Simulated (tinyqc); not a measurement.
Inside a calculation. Method: geometry optimisation on the RHF/sto-6g surface (energies and gradients from PySCF), for HF, spin multiplicity 1. One step of it, computed by the program tinyqc.

Question. Step 1: move. Quasi-Newton step p = -H^(-1) g (first H = 0.6 times the unit matrix); steps longer than 0.5 bohr are cut back.

positions at the start (bohr):
```
           x         y         z
1F  0.000000  0.000000  0.000000
2H  0.000000  0.000000  1.759335
```

gradient (hartree/bohr):
```
             x           y            z
1F  0.00000000  0.00000000   0.03288593
2H  0.00000000  0.00000000  -0.03288593
```

Give: positions after step 1.

Answer.

positions after step 1 (bohr):
```
         x       y        z
1F  0.0000  0.0000  -0.0548
2H  0.0000  0.0000   1.8141
```
